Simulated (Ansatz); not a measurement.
# BHO (quintet): from Hartree-Fock to the top rungs, def2-QZVPP

One table from this session's results is given with a row withheld; the runs are named, their logs left out.

Method: def2-QZVPP, core rule «outside noble gas», up to 2 orbitals frozen; program: Ansatz 0.2.0, Gaussian basis.

Plan: UHF; ROHF; CCSD(T) on UHF.

2 further runs of the same task are left out: 2 set aside as unsound or not needed.

**What is computed**

The geometry is a PBE0/def2-TZVP stationary point (not a proven minimum) of the parent state, kept for this charge and spin.

3 atoms, charge 0, spin multiplicity 5.

Atoms are counted from 1 here; the program's logs count them from 0.

Bond lengths: B1–O2 1.342 Å, B1–H3 1.222 Å. Angles: O2–B1–H3 107.9°.

As a file:

```xyz
3

B     0.0000   -0.2038    0.7317
O     0.0000    0.0840   -0.5793
H     0.0000    0.8523    1.3474
```

The first run:

in.yaml reads:

```yaml
crystal:
  periodic: [false, false, false]
  atoms:
    - {symbol: B, position_ang: [0.000000, -0.203796, 0.731699]}
    - {symbol: O, position_ang: [0.000000, 0.084016, -0.579305]}
    - {symbol: H, position_ang: [0.000000, 0.852259, 1.347434]}
basis:
  gaussian: {orbitals: "def2-QZVPP.json"}
magnetization: {spin_polarized: true, initial_magnetization: 4}
hamiltonian: {xc: hf}
output: {orbitals: {seedname: orbitals}}
```

Started as:

```bash
ansatz run in.yaml --threads 1 --pin off --events-out ev --progress --plain --max-ram 2393MiB
```

Steps of the session up to this table: UHF; ROHF; CCSD(T) on UHF.

One table of the session follows, with a row left open; its other results are not shown here.

| method | from UCCSD(T) (kJ/mol) |
| --- | --- |
| ROHF | +765.2 |
| UHF | +740.0 |
| UMP2 | +118.8 |
| UCCSD | ? |
| UCCSD(T) | 0 |

Q: Estimate the row for UCCSD from the others.

As computed: from UCCSD(T) (kJ/mol): +25.6. In the column «from UCCSD(T) (kJ/mol)» it lies between UCCSD(T) (0) and UMP2 (+118.8).
